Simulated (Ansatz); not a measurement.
Task: a ranking of conformers of C2H4F2O, SMILES OC(F)CF, with Ansatz's Python interface. Give the script and its output. Settings (for the species named): MP2, def2-SVP basis, multiplicity 1.

The script, `c2h4f2o.py`:
```python
import ansatz
from rdkit import Chem
from rdkit.Chem import AllChem

rd = Chem.AddHs(Chem.MolFromSmiles('OC(F)CF'))
ids = list(AllChem.EmbedMultipleConfs(rd, numConfs=20, randomSeed=425, pruneRmsThresh=0.4))
field = [energy for _, energy in AllChem.MMFFOptimizeMoleculeConfs(rd)]
distinct = {round(e, 2): i for i, e in zip(ids, field)}
chosen = sorted(distinct.items())[:5]
found = []
for force_field, index in chosen:
    molecule = ansatz.Crystal.molecule()
    for atom, xyz in zip(rd.GetAtoms(), rd.GetConformer(index).GetPositions()):
        molecule = molecule.atom(atom.GetSymbol(), xyz.round(5).tolist())
    model = molecule.calculation().basis(gaussian='def2-SVP').correlation('MP2')
    found.append(model.run(threads=1, pin='off').report['free_energy_ev'])
print('conformer   MMFF (kcal/mol)   this level (kJ/mol)')
for (force_field, index), e in zip(chosen, found):
    print(f'{index:9d} {force_field - chosen[0][0]:17.2f} {96.485332 * (e - min(found)):17.3f}')
```

```console
$ python c2h4f2o.py
conformer   MMFF (kcal/mol)   this level (kJ/mol)
        4              0.00             0.000
        0              0.66             6.442
        3              3.56             5.594
        5              6.28            14.538
```

These settings explore the input space; basis and method may be short of convergence. The conformers keep their force-field geometries. Hardware and time: 3.8 s on 1 thread of Arm Neoverse V2, with other jobs on the host, peak memory 0.27 GiB.
